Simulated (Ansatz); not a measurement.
A single point on C2HClFNO, SMILES `FC1N=C(Cl)O1`.

```yaml
crystal:
  periodic: [false, false, false]
  atoms:
    - {symbol: F, position_ang: [-1.325953, 0.671170, 1.241443]}
    - {symbol: C, position_ang: [-0.256458, 0.022087, 0.802901]}
    - {symbol: N, position_ang: [0.701496, 0.815021, 0.046219]}
    - {symbol: C, position_ang: [0.385475, 0.009972, -0.893563]}
    - {symbol: Cl, position_ang: [0.958860, -0.191006, -2.456014]}
    - {symbol: O, position_ang: [-0.571613, -0.793614, -0.376478]}
    - {symbol: H, position_ang: [0.169395, -0.601631, 1.589891]}
basis:
  gaussian: {orbitals: def2-TZVPP}
hamiltonian: {xc: pbe}
correlation: {method: rpa}
```

```sh
$ ansatz run in.yaml --threads 4 --pin off --events-out ev --progress --plain --max-ram 10444MiB
```

It prints (some lines left out):

```
Functional definition: PBE
  name "PBE"
  cite "Perdew, Burke & Ernzerhof, Phys. Rev. Lett. 77, 3865 (1996) doi:10.1103/PhysRevLett.77.3865"
  parent pbe
  parameter kappa = 0.804
  parameter beta = 0.06672455060314922
  exchange = pbe_x(kappa = kappa, mu = beta*pi^2/3)
  correlation = pbe_c(beta = beta)
1354 factors; integrals over basis functions are off by at most 7.1e-4 eV
mean field evaluation 1: about -20846.0678 eV, gradient 6.8e1 eV
mean field evaluation 2: about -20846.0549 eV, gradient 6.8e1 eV
mean field evaluation 4: about -20850.8322 eV, gradient 4.5e1 eV
mean field evaluation 8: about -20855.2526 eV, gradient 1.2e0 eV
mean field evaluation 16: about -20855.2544 eV, gradient 4.2e-4 eV
mean field -20855.25439693 eV, -766.4164628879 hartree, gradient 3.9e-6 eV, S^2 0.000000; 0 other end points of the search recorded, 0 dependent functions left out
10 core orbitals not correlated: weight in the atoms' cores, before any rotation towards them, 1.000 or more for the frozen orbitals, at most 0.000 for the correlated occupied ones
reference -20805.01774027 eV, -764.5702998073 hartree; 17, 17 occupied and 184, 184 virtual orbitals, 1354 factors
Total energy: -20853.71471033 eV, -766.3598804492 hartree
```

It took 2.6 s on 4 threads of an Intel Xeon Platinum 8488C on a shared host, with 0.47 GiB of host memory at the peak.
